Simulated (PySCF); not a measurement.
Species: C3H4F2S.
Z-matrix (Å and degrees, PBE0-D3(BJ)/def2-SVP geometry), rows numbered from 1:
```
F 
C   1  1.3688
C   2  1.5019  1  110.83
S   3  1.6192  2  122.58  1  -139.94
C   3  1.5018  2  114.91  1    40.12
F   5  1.3689  3  110.84  2    39.81
H   2  1.1005  1  110.03  3  -121.97
H   2  1.1063  1  108.79  3   118.70
H   5  1.1063  3  108.12  2   -79.31
H   5  1.1006  3  110.06  2   161.77
```

Method: core-valence-separated Tamm–Dancoff BHandHLYP/aug-pcX-1 (pcseg-1 on H, def2-SVPD on S) in PySCF, non-relativistic, gas phase, PBE0-D3(BJ)/def2-SVP geometry. BHandHLYP without relativity tends to put these K edges a few eV too low, so spacings mean more than positions.

(1) List the carbon K-edge absorption lines.

(2) Give energies, oscillator strengths and core holes at the F K edge.

Answers

(1) 
```
E (eV)       f  core hole on          main final orbital                        polarisation
281.83  0.0746            C3                 LUMO (93 %)  normal to the local trigonal plane
285.34  0.0142         C2/C5    LUMO (2 roots, f summed)                                   –
287.48  0.0960         C2/C5  LUMO+1 (2 roots, f summed)                                   –
288.47  0.0395         C2/C5  LUMO+2 (2 roots, f summed)                                   –
288.61  0.0152            C3               LUMO+1 (54 %)         in the local trigonal plane
288.80  0.0854         C2/C5  spread (2 roots, f summed)                                   –
289.25  0.0069            C3               LUMO+3 (36 %)         in the local trigonal plane
289.42  0.0049            C3               LUMO+5 (41 %)         in the local trigonal plane
289.60  0.0052            C3               LUMO+4 (48 %)                               mixed
289.88  0.0009            C3               LUMO+2 (54 %)                                   –
```

The first line with a tenth or more of the strongest one's intensity is at 281.83 eV (f = 0.075), with the hole on C3 (thiocarbonyl carbon), polarised normal to the local trigonal plane: a 1s→π* resonance. The strongest listed is at 287.48 eV (f = 0.096, sum of 2; C2/C5).

(2) 
```csv
E (eV),f,core hole on,main final orbital
683.94,0.0269,F1/F6,"LUMO (2 roots, f summed)"
686.09,0.0257,F1/F6,"spread (2 roots, f summed)"
686.99,0.0221,F1/F6,"LUMO+1 (2 roots, f summed)"
687.71,0.0063,F1/F6,"LUMO+2 (2 roots, f summed)"
687.96,0.0019,F1/F6,"LUMO+4 (2 roots, f summed)"
```

The first line with a tenth or more of the strongest one's intensity is at 683.94 eV (f = 0.027, sum of 2), with the hole on F1/F6 (alkyl fluorine). It is also the strongest listed.

Roots within 0.03 eV whose holes lie on the same, on equivalent or on shared atoms are summed into one line, and the highest roots are left out, as the search may have cut off their partners. Final orbitals are the ground state's empty Kohn–Sham orbitals. A dash: too weak, shared between unlike atoms, or no plane or axis to refer to.

Problem. What are the wavelength and the wavenumber of the 288.47 eV line?

Solution. λ = 12398.42 eV Å/288.47 eV = 42.980 Å; 2.3267 × 10⁶ cm⁻¹.

The ionisation thresholds weren't computed; near and above them a finite basis only mimics Rydberg series and continuum.

Cost: about 24 s of CPU time on one thread; the machine was shared, so the figure is rough.

One conformer stands for the species.
